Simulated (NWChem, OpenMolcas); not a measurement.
# CH5FSi (SMILES C[SiH2]F): the dipole moment, rung by rung

CH5FSi: 8 atoms, total charge 0, spin state singlet. As SMILES, `C[SiH2]F`. The coordinates come from a PBE0-D4/def2-TZVP relaxation.

```xyz
8

C    -0.5214    0.7003   -0.4370
Si    0.4484   -0.6420    0.3952
F     1.9465   -0.6496   -0.1788
H    -0.5624    0.5425   -1.5171
H    -1.5467    0.7132   -0.0565
H    -0.0772    1.6803   -0.2484
H     0.5387   -0.4208    1.8607
H    -0.1337   -1.9812    0.1260
```

Quantity: the dipole moment, in D. The values are calculated.

| level | kind | program | value (D) | CPU time |
| --- | --- | --- | --- | --- |
| SVWN5/6-311+G** | LDA | NWChem | 1.96 | 21 s |
| BLYP/6-311+G** | GGA | NWChem | 1.87 | 28 s |
| PBE/6-311+G** | GGA | NWChem | 1.89 | 28 s |
| TPSS/6-311+G** | meta-GGA | NWChem | 1.86 | 34 s |
| BHLYP/6-311+G** | global hybrid | OpenMolcas | 2.02 | 41 s |
| PBE0/6-311+G** | global hybrid | OpenMolcas | 1.97 | 48 s |
| CAM-B3LYP/6-311+G** | range-separated hybrid | NWChem | 1.98 | 41 s |
| wB97X/6-311+G** | range-separated hybrid | NWChem | 1.99 | 54 s |

The values span 1.86 to 2.02 D. CPU times are rough (shared hosts, several kinds of processor): they show what a rung costs within a factor of a few.
